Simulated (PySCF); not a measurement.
These are r2SCAN-D4/def2-TZVP // r2SCAN-D4/def2-SVP (PySCF) values and carry that method's errors. Gas-phase values, no solvent. 

Reference species (SMILES): `[CH3]` (neutral, multiplicity 2).

The highest occupied spin orbital is -5.88 eV.

Changed species: `[SH]` (free radical SH; the reference has free radical CH3).

**Question.** Give the shifts of the highest occupied spin orbital.

**Answer.** the highest occupied spin orbital drops by 0.52 eV, to -6.40 eV.
